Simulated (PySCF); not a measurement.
hydrogen chloride (ClH), SMILES Cl.

Geometry: B3LYP-D3(BJ)/def2-TZVPD.

Two levels are set side by side: TDA-PBE/def2-TZVPD (PySCF) and TDA-M06-2X/def2-TZVPD (PySCF). Vertical, same geometry. The lowest singlet is HOMO→LUMO 99 % with PBE and HOMO−1→LUMO 84 % with the other functional; states are paired by order. Differences are taken from unrounded values.

| quantity | TDA-M06-2X |
|---|---|
| lowest singlet excitation (eV) | 7.63 |
| lowest triplet excitation (TDA) (eV) | 7.10 |
| first bright state (f over 0.05) (eV) | 9.88 |
| its oscillator strength | 0.14 |

### Question
What does TDA-PBE give, and how far is it from TDA-M06-2X? (An estimate is asked for; the answer gives what the named calculation found.)

### Answer

| quantity | TDA-PBE | TDA-PBE minus TDA-M06-2X |
|---|---|---|
| lowest singlet excitation (eV) | 7.28 | -0.35 |
| lowest triplet excitation (TDA) (eV) | 6.70 | -0.40 |
| first bright state (f over 0.05) (eV) | 9.51 | -0.36 |
| its oscillator strength | 0.14 | 0.00 |

Functionals without exact exchange tend to place singlet excitations lower, as here. Differences between two approximate levels are no errors against the true value.

Rough cost on one machine, each run with all the roots and properties that it gave: TDA-M06-2X against TDA-PBE about 6 times.
